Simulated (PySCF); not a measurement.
# CH7AlN: the cost of one run

The runs use PySCF 2.14.0, with density-fitted response routines of our own; the level of theory stands in each step. All values are computed, except where a source is named. Atoms count from 0, in the outputs and in this text.

**1. Starting geometry**

10 atoms, charge -1, multiplicity 1; geometry from: GFN2-xTB.

Bonds of the start (Å): C0–N1 1.44, N1–Al2 1.84, C0–H3 1.09, C0–H4 1.11, C0–H5 1.11, N1–H6 1.02, Al2–H7 1.62, Al2–H8 1.62, Al2–H9 1.62.

**2. Excited states and response: PBE0/def2-SVPD**

Job settings and geometry (Å):

```
{"job": {"kind": "uv", "xc": "PBE0", "basis": "def2-SVPD", "nstates": 8, "ntriplets": 3}, "charge": -1, "multiplicity": 1}
C     -1.468424    -0.128795     0.045046
N     -0.203964     0.550703     0.056076
Al     1.510920    -0.111390    -0.070588
H     -1.274674    -1.197113    -0.052360
H     -2.119679     0.173301    -0.797636
H     -2.054294     0.023668     0.971934
H     -0.350021     1.552939     0.148696
H      1.639091    -1.027894    -1.403544
H      1.852450    -1.021401     1.228239
H      2.477478     1.190636    -0.148391
```

Level: TDDFT PBE0/def2-SVPD, vertical, gas phase, core orbitals frozen in the response.

Command:

```sh
$ OMP_NUM_THREADS=1 python probes_run.py task.json out
```

The driver reads the jobs from task.json and runs them one after another.

Q: Estimate the wall time and peak memory of this first job on 1 thread of Arm Neoverse N1, shared host.

About 14 s, with a peak of 0.5 GiB.
